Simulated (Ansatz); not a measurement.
A made-up structure of CH$_{4}$NSi, doublet:

| atom | x (Å) | y (Å) | z (Å) |
| --- | --- | --- | --- |
| C1 | -0.6864 | -0.8151 | -0.2042 |
| N2 | 0.0277 | 0.1010 | -0.9982 |
| Si3 | 0.5912 | 0.0874 | 0.6563 |
| H4 | 0.5581 | -0.1376 | -1.8362 |
| H5 | -0.4253 | 0.7901 | -1.5846 |
| H6 | 0.3016 | 1.2801 | 1.4862 |
| H7 | 1.9438 | -0.4536 | 0.9059 |

It is relaxed with PBE-D4/def2-SVP and then PBE0-D4/def2-TZVP (Ansatz 0.2.0). Atoms count as bonded within 1.22 times the sum of their covalent radii (H–H: 0.88 Å). The end point is not checked to be a true minimum.

Does its bonding change? (Judge from chemistry; the calculation decides.)

By the calculation: No: no bond forms or breaks.

Where it ends: The first stage lowers the energy by 0.98 eV in 7 steps. It ends as CH₄NSi ([C]1[NH2][SiH2]1):
| atom | x (Å) | y (Å) | z (Å) |
| --- | --- | --- | --- |
| C1 | -0.7772 | -0.9245 | -0.2335 |
| N2 | 0.0941 | 0.1569 | -1.0449 |
| Si3 | 0.5247 | 0.0104 | 0.7120 |
| H4 | 0.6618 | -0.2503 | -1.7782 |
| H5 | -0.4543 | 0.9279 | -1.4064 |
| H6 | 0.3121 | 1.3302 | 1.3608 |
| H7 | 1.9495 | -0.3984 | 0.8153 |

Labels in which every atom is bracketed show which atoms are joined, not bond orders.

For scale, one of the runs: PBE0-D4/def2-TZVP relaxation, 123 basis functions, launched by `ansatz run in.yaml --threads 2 --pin off --events-out ev --progress --plain --max-ram 4352MiB`. Hardware: 2 CPU threads of an Arm Neoverse N1, shared host. Wall time about 42 s.
